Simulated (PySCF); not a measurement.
**How methods differ on the electron affinity of S**

S- [Ne] 3s2 3p5 (2P) → S [Ne] 3s2 3p4 (3P), as a difference of total energies. Calculation: PySCF 2.14, in aug-cc-pV(D+d)Z; the non-relativistic Hamiltonian (point nucleus). Correlated levels: valence: [Ne] frozen. The calculations carry no spin-orbit coupling.

```json
{"method": "UHF", "electron affinity (eV)": "0.919"}
{"method": "LDA", "electron affinity (eV)": "2.393"}
{"method": "PBE", "electron affinity (eV)": "2.177"}
{"method": "PBE0", "electron affinity (eV)": "2.087"}
{"method": "r2SCAN", "electron affinity (eV)": "2.146"}
{"method": "r2SCAN0", "electron affinity (eV)": "2.076"}
{"method": "BHandHLYP", "electron affinity (eV)": "1.964"}
{"method": "PW91", "electron affinity (eV)": "2.230"}
{"method": "wB97X-V", "electron affinity (eV)": "2.141"}
{"method": "MP2 (valence)", "electron affinity (eV)": "1.798"}
{"method": "SCS-MP2 (valence)", "electron affinity (eV)": "1.777"}
```

Question: How much does correlation contribute at MP2 (valence)?

Answer: 1.798 − (0.919) = 0.879 eV, measured against UHF.

Errors of the correlated levels include the incompleteness of this basis and the frozen core.

In the anion the highest occupied orbital energy is positive at LDA, PBE, PBE0, r2SCAN, r2SCAN0, PW91, a self-interaction effect; the basis confines that electron, and the energy difference can still be sensible.

For comparison: 2.077 eV (measured; photodetachment measurements, as compiled on the Wikipedia data page of electron affinities).
